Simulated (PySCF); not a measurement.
# Level sweep

CH4S.
SMILES: `CS`

PySCF, dipoles from the SCF density, polarisabilities from static response with core orbitals frozen. Isolated species at its PBE0-D3(BJ)/def2-SVP geometry, gas phase.

**Question.** How do dipole and polarisability depend on functional and basis here?

**Answer.** 

| level | μ (D) | error (%) | α (au) | error (%) | anisotropy (au) |
| --- | --- | --- | --- | --- | --- |
| LDA/def2-SVPD | 1.592 | +4.7 | 37.97 | +8.5 | 8.85 |
| PBE/def2-SVPD | 1.557 | +2.4 | 37.53 | +7.2 | 8.78 |
| B3LYP/def2-SVPD | 1.550 | +2.0 | 36.84 | +5.3 | 8.77 |
| PBE0/def2-SVPD | 1.603 | +5.4 | 36.35 | +3.9 | 8.66 |
| BHandHLYP/def2-SVPD | 1.594 | +4.9 | 35.76 | +2.2 | 8.69 |
| CAM-B3LYP/def2-SVPD | 1.579 | +3.9 | 36.34 | +3.8 | 8.55 |
| wB97X-D/def2-SVPD | 1.634 | +7.5 | 36.07 | +3.1 | 8.50 |
| LC-wPBE/def2-SVPD | 1.643 | +8.1 | 35.24 | +0.7 | 8.22 |
| HF/def2-SVPD | 1.688 | +11.0 | 34.95 | -0.1 | 8.56 |
| PBE0/6-31G* | 1.764 | +16.0 | 26.26 | -25.0 | 9.88 |
| PBE0/6-31+G* | 1.795 | +18.1 | 29.93 | -14.5 | 8.05 |
| PBE0/def2-SVP | 1.578 | +3.8 | 26.10 | -25.4 | 11.27 |
| PBE0/aug-cc-pVDZ | 1.604 | +5.5 | 36.29 | +3.7 | 9.53 |
| PBE0/def2-TZVP | 1.586 | +4.3 | 31.31 | -10.5 | 11.43 |
| PBE0/def2-TZVPD | 1.558 | +2.5 | 37.06 | +5.9 | 9.23 |
| PBE0/aug-cc-pVTZ | 1.568 | +3.2 | 37.07 | +5.9 | 9.36 |

Reference dipole: 1.520 D (measured, gas; NIST CCCBDB Release 22 (SRD 101), experimental dipoles). Reference dipole: 1.591 D (computed, CCSD(T)/CBS, all electrons, equilibrium geometry, gas; Hait, Head-Gordon, J. Chem. Theory Comput. 14 (2018) 1969). Reference polarisability: 5.186 Å³ (measured, gas; NIST CCCBDB Release 22 (SRD 101), experimental polarizabilities). Reference polarisability: 5.417 Å³ (computed, CCSD(T)/CBS, static electronic, isotropic average, equilibrium geometry, gas; Hait, Head-Gordon, Phys. Chem. Chem. Phys. 20 (2018) 19800). Errors are taken against the first value of each kind. The anisotropy is √(½[(α1 − α2)² + (α2 − α3)² + (α3 − α1)²]). For the dipole, the smallest error is 2.0% (B3LYP/def2-SVPD) and the largest 18.1% (PBE0/6-31+G*). For the polarisability, the smallest error is 0.1% (HF/def2-SVPD) and the largest 25.4% (PBE0/def2-SVP). The dipole runs from 1.55 D (B3LYP/def2-SVPD) to 1.80 D (PBE0/6-31+G*). In one basis (def2-SVPD) the functionals order the polarisability from HF (lowest) to LDA (highest), a spread of 9%. With PBE0 the polarisability is 27.89 au without diffuse functions (mean of 6-31G*, def2-SVP and def2-TZVP) and 35.34 au with them (mean of 6-31+G*, def2-SVPD, aug-cc-pVDZ, def2-TZVPD and aug-cc-pVTZ). Measured values can belong to vibrating molecules and may average over conformers; the computed ones are for one fixed geometry.
